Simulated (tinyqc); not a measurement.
Worked calculation: UHF in the sto-6g basis, for H2O+, spin multiplicity 2. One step of it, computed by the program tinyqc.

Problem. Iteration 2: diagonalisation and new density. Diagonalise F' = X^T F X, C = X C', fill 5 alpha and 4 beta electrons from the bottom; D(s) = C_occ C_occ^T; the new density keeps 0.7 of the old one (damping). Each column has its largest component positive (the first on a tie).

extrapolated F(alpha) (hartree):
```
             1O 1s      1O 2s     1O 2px     1O 2py     1O 2pz      2H 1s      3H 1s
1O 1s   -21.607214  -5.207464   0.000000   0.000000  -0.024654  -0.899959  -0.899959
1O 2s    -5.207464  -3.112133   0.000000   0.000000  -0.086499  -1.055994  -1.055994
1O 2px    0.000000   0.000000  -1.242622   0.000000   0.000000   0.000000   0.000000
1O 2py    0.000000   0.000000   0.000000  -1.045972   0.000000  -0.577797   0.577797
1O 2pz   -0.024654  -0.086499   0.000000   0.000000  -1.079788  -0.416758  -0.416758
2H 1s    -0.899959  -1.055994   0.000000  -0.577797  -0.416758  -0.846325  -0.288226
3H 1s    -0.899959  -1.055994   0.000000   0.577797  -0.416758  -0.288226  -0.846325
```

extrapolated F(beta) (hartree):
```
             1O 1s      1O 2s     1O 2px     1O 2py     1O 2pz      2H 1s      3H 1s
1O 1s   -21.577130  -5.166183   0.000000   0.000000  -0.023980  -0.891843  -0.891843
1O 2s    -5.166183  -2.912145   0.000000   0.000000  -0.068370  -1.018655  -1.018655
1O 2px    0.000000   0.000000  -0.355102   0.000000   0.000000   0.000000   0.000000
1O 2py    0.000000   0.000000   0.000000  -0.967137   0.000000  -0.574782   0.574782
1O 2pz   -0.023980  -0.068370   0.000000   0.000000  -1.016633  -0.411625  -0.411625
2H 1s    -0.891843  -1.018655   0.000000  -0.574782  -0.411625  -0.862729  -0.282292
3H 1s    -0.891843  -1.018655   0.000000   0.574782  -0.411625  -0.282292  -0.862729
```

X:
```
            1O 1s      1O 2s    1O 2px     1O 2py     1O 2pz      2H 1s      3H 1s
1O 1s    1.022365  -0.132842  0.000000   0.000000  -0.006024   0.017598   0.017598
1O 2s   -0.132842   1.158375  0.000000   0.000000   0.062832  -0.225059  -0.225059
1O 2px   0.000000   0.000000  1.000000   0.000000   0.000000   0.000000   0.000000
1O 2py   0.000000   0.000000  0.000000   1.082246   0.000000  -0.184677   0.184677
1O 2pz  -0.006024   0.062832  0.000000   0.000000   1.028710  -0.103191  -0.103191
2H 1s    0.017598  -0.225059  0.000000  -0.184677  -0.103191   1.127434  -0.049912
3H 1s    0.017598  -0.225059  0.000000   0.184677  -0.103191  -0.049912   1.127434
```

D(alpha) after iteration 1:
```
            1O 1s      1O 2s    1O 2px     1O 2py     1O 2pz      2H 1s      3H 1s
1O 1s    1.059700  -0.266548  0.000000   0.000000  -0.003087   0.023305   0.023305
1O 2s   -0.266548   1.191818  0.000000   0.000000   0.015811  -0.111046  -0.111046
1O 2px   0.000000   0.000000  1.000000   0.000000   0.000000   0.000000   0.000000
1O 2py   0.000000   0.000000  0.000000   0.962053   0.000000  -0.037430   0.037430
1O 2pz  -0.003087   0.015811  0.000000   0.000000   0.963804  -0.000806  -0.000806
2H 1s    0.023305  -0.111046  0.000000  -0.037430  -0.000806   0.080787  -0.014145
3H 1s    0.023305  -0.111046  0.000000   0.037430  -0.000806  -0.014145   0.080787
```

D(beta) after iteration 1:
```
            1O 1s      1O 2s    1O 2px     1O 2py     1O 2pz      2H 1s      3H 1s
1O 1s    1.059256  -0.264112  0.000000   0.000000  -0.001463   0.021718   0.021718
1O 2s   -0.264112   1.179171  0.000000   0.000000   0.008138  -0.104742  -0.104742
1O 2px   0.000000   0.000000  0.000000   0.000000   0.000000   0.000000   0.000000
1O 2py   0.000000   0.000000  0.000000   0.951700   0.000000  -0.035085   0.035085
1O 2pz  -0.001463   0.008138  0.000000   0.000000   0.959964   0.000931   0.000931
2H 1s    0.021718  -0.104742  0.000000  -0.035085   0.000931   0.087484  -0.016439
3H 1s    0.021718  -0.104742  0.000000   0.035085   0.000931  -0.016439   0.087484
```

overlap S:
```
           1O 1s     1O 2s    1O 2px     1O 2py    1O 2pz     2H 1s      3H 1s
1O 1s   1.000000  0.231145  0.000000   0.000000  0.000000  0.039618   0.039618
1O 2s   0.231145  1.000000  0.000000   0.000000  0.000000  0.386550   0.386550
1O 2px  0.000000  0.000000  1.000000   0.000000  0.000000  0.000000   0.000000
1O 2py  0.000000  0.000000  0.000000   1.000000  0.000000  0.286928  -0.286928
1O 2pz  0.000000  0.000000  0.000000   0.000000  1.000000  0.180328   0.180328
2H 1s   0.039618  0.386550  0.000000   0.286928  0.180328  1.000000   0.147755
3H 1s   0.039618  0.386550  0.000000  -0.286928  0.180328  0.147755   1.000000
```

Give: F' = X^T F X; orbital energies; coefficients C; F' = X^T F X; orbital energies; coefficients C; D(alpha) after iteration 2; D(beta) after iteration 2.

Solution.

F' = X^T F X (alpha) (hartree):
```
          1        2        3        4        5        6        7
1  -21.2803  -2.5263   0.0000   0.0000  -0.0397  -0.1205  -0.1205
2   -2.5263  -2.0688   0.0000   0.0000   0.0671  -0.4433  -0.4433
3    0.0000   0.0000  -1.2426   0.0000   0.0000   0.0000   0.0000
4    0.0000   0.0000   0.0000  -0.8012   0.0000  -0.4452   0.4452
5   -0.0397   0.0671   0.0000   0.0000  -0.9847  -0.2879  -0.2879
6   -0.1205  -0.4433   0.0000  -0.4452  -0.2879  -0.3976  -0.0552
7   -0.1205  -0.4433   0.0000   0.4452  -0.2879  -0.0552  -0.3976
```

orbital energies (alpha) (hartree): MO1 -21.6099, MO2 -1.9851, MO3 -1.2426, MO4 -1.2420, MO5 -1.1514, MO6 -0.0402, MO7 0.0983

coefficients C (alpha):
```
            MO1      MO2     MO3      MO4      MO5      MO6      MO7
1O 1s    0.9970  -0.2377  0.0000   0.0000   0.0575   0.0986   0.0000
1O 2s    0.0136   0.9555  0.0000   0.0000  -0.3158  -0.6722   0.0000
1O 2px   0.0000   0.0000  1.0000   0.0000   0.0000   0.0000   0.0000
1O 2py   0.0000   0.0000  0.0000   0.7369   0.0000   0.0000   0.8346
1O 2pz   0.0022   0.0946  0.0000   0.0000   0.8772  -0.5523   0.0000
2H 1s   -0.0026   0.0753  0.0000   0.3261   0.2121   0.7691  -0.7879
3H 1s   -0.0026   0.0753  0.0000  -0.3261   0.2121   0.7691   0.7879
```

F' = X^T F X (beta) (hartree):
```
          1        2        3        4        5        6        7
1  -21.2562  -2.5117   0.0000   0.0000  -0.0414  -0.1203  -0.1203
2   -2.5117  -1.8491   0.0000   0.0000   0.0940  -0.4440  -0.4440
3    0.0000   0.0000  -0.3551   0.0000   0.0000   0.0000   0.0000
4    0.0000   0.0000   0.0000  -0.7128   0.0000  -0.4521   0.4521
5   -0.0414   0.0940   0.0000   0.0000  -0.9182  -0.2905  -0.2905
6   -0.1203  -0.4440   0.0000  -0.4521  -0.2905  -0.4254  -0.0548
7   -0.1203  -0.4440   0.0000   0.4521  -0.2905  -0.0548  -0.4254
```

orbital energies (beta) (hartree): MO1 -21.5790, MO2 -1.8103, MO3 -1.2036, MO4 -1.1006, MO5 -0.3551, MO6 -0.0137, MO7 0.1201

coefficients C (beta):
```
            MO1      MO2      MO3      MO4     MO5      MO6      MO7
1O 1s    0.9975  -0.2288   0.0000   0.0671  0.0000   0.1078   0.0000
1O 2s    0.0113   0.9111   0.0000  -0.3612  0.0000  -0.7099   0.0000
1O 2px   0.0000   0.0000   0.0000   0.0000  1.0000   0.0000   0.0000
1O 2py   0.0000   0.0000   0.6995   0.0000  0.0000   0.0000   0.8661
1O 2pz   0.0020   0.0971   0.0000   0.8627  0.0000  -0.5743   0.0000
2H 1s   -0.0022   0.1191   0.3604   0.2242  0.0000   0.7601  -0.7728
3H 1s   -0.0022   0.1191  -0.3604   0.2242  0.0000   0.7601   0.7728
```

D(alpha) after iteration 2:
```
          1O 1s    1O 2s  1O 2px   1O 2py   1O 2pz    2H 1s    3H 1s
1O 1s    1.0579  -0.2561  0.0000   0.0000   0.0069   0.0138   0.0138
1O 2s   -0.2561   1.1381  0.0000   0.0000  -0.0449  -0.0762  -0.0762
1O 2px   0.0000   0.0000  1.0000   0.0000   0.0000   0.0000   0.0000
1O 2py   0.0000   0.0000  0.0000   0.8363   0.0000   0.0459  -0.0459
1O 2pz   0.0069  -0.0449  0.0000   0.0000   0.9082   0.0574   0.0574
2H 1s    0.0138  -0.0762  0.0000   0.0459   0.0574   0.1037  -0.0266
3H 1s    0.0138  -0.0762  0.0000  -0.0459   0.0574  -0.0266   0.1037
```

D(beta) after iteration 2:
```
          1O 1s    1O 2s  1O 2px   1O 2py   1O 2pz    2H 1s    3H 1s
1O 1s    1.0571  -0.2513  0.0000   0.0000   0.0102   0.0109   0.0109
1O 2s   -0.2513   1.1136  0.0000   0.0000  -0.0612  -0.0651  -0.0651
1O 2px   0.0000   0.0000  0.0000   0.0000   0.0000   0.0000   0.0000
1O 2py   0.0000   0.0000  0.0000   0.8130   0.0000   0.0511  -0.0511
1O 2pz   0.0102  -0.0612  0.0000   0.0000   0.8981   0.0621   0.0621
2H 1s    0.0109  -0.0651  0.0000   0.0511   0.0621   0.1195  -0.0311
3H 1s    0.0109  -0.0651  0.0000  -0.0511   0.0621  -0.0311   0.1195
```
